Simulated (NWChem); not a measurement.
Species: LiF; SMILES [Li][F]

Computed with NWChem. All runs use the structure optimised with PBE0-D3(BJ)/def2-TZVP.

For level B3LYP/def2-SVP:

| Item | Value |
|---|---|
| highest occupied level (eV) | -7.04 |
| orbital gap (eV) | 5.67 |

Question: What are these values for level B97-D/def2-SVP?

Answer: The highest occupied level (eV) is -5.47 and the orbital gap (eV) is 3.93.
